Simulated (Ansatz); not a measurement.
A run of Ansatz (development build ahead of 0.2.0) on singlet C₆H₆ at this shape:

```xyz
12

C     0.9495    1.0851    0.1177
C     1.4199   -0.2726   -0.0501
C     0.4704   -1.3577   -0.1678
C    -0.9495   -1.0851   -0.1177
C    -1.4199    0.2726    0.0501
C    -0.4704    1.3577    0.1678
H     1.6879    1.9289    0.2093
H     2.5240   -0.4847   -0.0890
H     0.8361   -2.4136   -0.2982
H    -1.6879   -1.9289   -0.2093
H    -2.5240    0.4847    0.0890
H    -0.8361    2.4136    0.2982
```

Its results:

```
Converged                       : yes
Reference energy                : -230.50971 hartree
Correlation energy              : -0.79183 hartree
Total energy                    : -231.30154 hartree
Spin squared of the determinant : 0.000
```

(1) Which input gives this output? Name the method, the orbitals and the basis set, and write the input.

Results:

(1) RHF-MP2 in def2-SVP. An unrestricted run that stays on the closed shell gives the same numbers.

```yaml
crystal:
  periodic: [false, false, false]
  atoms:
    - { symbol: C, position_ang: [0.9495, 1.0851, 0.1177] }
    - { symbol: C, position_ang: [1.4199, -0.2726, -0.0501] }
    - { symbol: C, position_ang: [0.4704, -1.3577, -0.1678] }
    - { symbol: C, position_ang: [-0.9495, -1.0851, -0.1177] }
    - { symbol: C, position_ang: [-1.4199, 0.2726, 0.0501] }
    - { symbol: C, position_ang: [-0.4704, 1.3577, 0.1678] }
    - { symbol: H, position_ang: [1.6879, 1.9289, 0.2093] }
    - { symbol: H, position_ang: [2.524, -0.4847, -0.089] }
    - { symbol: H, position_ang: [0.8361, -2.4136, -0.2982] }
    - { symbol: H, position_ang: [-1.6879, -1.9289, -0.2093] }
    - { symbol: H, position_ang: [-2.524, 0.4847, 0.089] }
    - { symbol: H, position_ang: [-0.8361, 2.4136, 0.2982] }
basis:
  gaussian: { orbitals: def2-SVP }
hamiltonian:
  xc: hf
correlation:
  method: mp2
  frozen_orbitals: { C: 1, H: 0 }
```
